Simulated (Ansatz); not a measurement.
Born–Oppenheimer molecular dynamics of CH₄Si (6 atoms, charge 0, multiplicity 1). It starts from a relaxed structure.

These are results of UKS B3LYP-D4/def2-SVP in Ansatz 0.2.0, not measurements.

* ensemble: NVT, Langevin thermostat
* time step: 0.5 fs
* steps asked: 100
* set temperature: 400 K
* friction: 0.001 /fs
* temperature schedule: 25 steps to 400 K, then 75 steps to 100 K
* seed: 654644

First frame:

```xyz
6
Properties=species:S:1:pos:R:3
C -0.095 -0.368 -0.373
Si 0.925 0.216 1.135
H -1.169 -0.417 -0.108
H 0.218 -1.347 -0.767
H -0.026 0.382 -1.185
H 0.147 1.533 1.299
```

Task: How far do the bonds stretch over the last three quarters of this one trajectory? (Pairs bonded in most of those frames.)

Result: 
| bond | mean (Å) | spread (Å) | shortest | longest |
| --- | --- | --- | --- | --- |
| C1–Si2 | 1.899 | 0.033 | 1.85 | 1.94 |
| C1–H3 | 1.115 | 0.012 | 1.09 | 1.14 |
| C1–H4 | 1.103 | 0.006 | 1.09 | 1.11 |
| C1–H5 | 1.101 | 0.005 | 1.09 | 1.11 |
| Si2–H6 | 1.547 | 0.015 | 1.53 | 1.57 |

Mean temperature of the second half: 201 K. The schedule's set-point averaged 200 K over the second half and the system 201 K. A run of 0.05 ps of so small a system gives no equilibrium averages.

Time of the run: 4.6 min on 1 thread of Arm Neoverse N1, with other jobs on the host, peak memory 0.12 GiB.
